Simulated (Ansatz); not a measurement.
Born–Oppenheimer molecular dynamics of CH4 (5 atoms, charge 0, multiplicity 1). It starts from a relaxed structure.

Method: Ansatz 0.2.0, UKS LDA/def2-SVP.

```yaml
ensemble: NVT, Nosé–Hoover chain
time_step: 0.5 fs
steps_asked: 250
set_temperature: 1500 K
thermostat: time constant 100 fs, chain length 3 (defaults)
seed: 413552
```

Frames 10 fs apart, positions in Å.

Velocities at 0.0 fs (Å/ps):

```
C 3.75 9.01 -1.81
H -36.17 -41.58 -46.91
H -14.67 -25.11 31.37
H 0.41 -29.33 42.90
H 5.76 -11.30 -5.76
```

```xyz
5
Properties=species:S:1:pos:R:3 time_fs=0.0 energy_less_start_eV=0.000 T=1500
C 0.000 0.000 0.000
H 0.162 -0.247 1.067
H -1.023 0.402 -0.135
H 0.122 -0.914 -0.613
H 0.740 0.759 -0.319
5
Properties=species:S:1:pos:R:3 time_fs=10.0 energy_less_start_eV=0.236 T=898
C 0.005 0.025 -0.016
H 0.093 -0.385 1.053
H -1.058 0.302 -0.052
H 0.102 -0.956 -0.495
H 0.809 0.738 -0.314
5
Properties=species:S:1:pos:R:3 time_fs=20.0 energy_less_start_eV=0.510 T=204
C -0.018 -0.043 0.016
H 0.296 -0.047 1.124
H -0.919 0.535 -0.237
H 0.146 -0.775 -0.767
H 0.685 0.799 -0.313
5
Properties=species:S:1:pos:R:3 time_fs=30.0 energy_less_start_eV=0.276 T=830
C 0.004 0.021 -0.014
H 0.112 -0.395 1.093
H -1.068 0.356 -0.038
H 0.127 -0.970 -0.502
H 0.778 0.754 -0.389
5
Properties=species:S:1:pos:R:3 time_fs=40.0 energy_less_start_eV=0.207 T=1030
C -0.001 0.008 -0.012
H 0.255 -0.219 1.132
H -1.077 0.314 -0.102
H 0.033 -0.937 -0.601
H 0.801 0.748 -0.285
5
Properties=species:S:1:pos:R:3 time_fs=50.0 energy_less_start_eV=0.486 T=348
C -0.016 -0.035 0.013
H 0.271 -0.136 1.131
H -0.896 0.596 -0.141
H 0.219 -0.819 -0.706
H 0.601 0.774 -0.443
5
Properties=species:S:1:pos:R:3 time_fs=60.0 energy_less_start_eV=0.423 T=566
C 0.007 0.036 -0.021
H 0.194 -0.336 1.032
H -1.075 0.182 -0.019
H -0.013 -0.972 -0.462
H 0.813 0.699 -0.303
5
Properties=species:S:1:pos:R:3 time_fs=70.0 energy_less_start_eV=0.062 T=1554
C -0.003 -0.011 0.004
H 0.233 -0.182 1.054
H -1.013 0.470 -0.072
H 0.143 -0.911 -0.641
H 0.672 0.750 -0.384
5
Properties=species:S:1:pos:R:3 time_fs=80.0 energy_less_start_eV=0.240 T=1150
C -0.012 -0.024 0.018
H 0.290 -0.138 1.032
H -0.971 0.520 -0.157
H 0.168 -0.845 -0.712
H 0.654 0.752 -0.372
5
Properties=species:S:1:pos:R:3 time_fs=90.0 energy_less_start_eV=0.608 T=304
C 0.011 0.041 -0.019
H 0.122 -0.356 0.955
H -1.085 0.159 0.012
H 0.003 -0.997 -0.456
H 0.827 0.710 -0.280
5
Properties=species:S:1:pos:R:3 time_fs=100.0 energy_less_start_eV=0.371 T=1031
C -0.009 -0.030 0.019
H 0.211 -0.182 1.054
H -0.954 0.590 -0.151
H 0.224 -0.859 -0.747
H 0.625 0.806 -0.380
5
Properties=species:S:1:pos:R:3 time_fs=110.0 energy_less_start_eV=0.285 T=1345
C -0.009 -0.009 0.012
H 0.264 -0.178 1.052
H -1.081 0.400 -0.196
H 0.128 -0.885 -0.754
H 0.796 0.768 -0.245
```

Of the whole run (125 fs, mean temperature of the second half 963 K): The conserved energy stayed within 0.75 meV per atom of its start (net change 0.19 meV per atom), so the integration is sound. The mean temperature of the second half is 36 % below the set value. A run of 0.12 ps of so small a system gives no equilibrium averages.

Time of the run: 100 s on 1 thread of Intel(R) Xeon(R) Processor @ 2.70GHz, with other jobs on the host, peak memory 0.091 GiB.
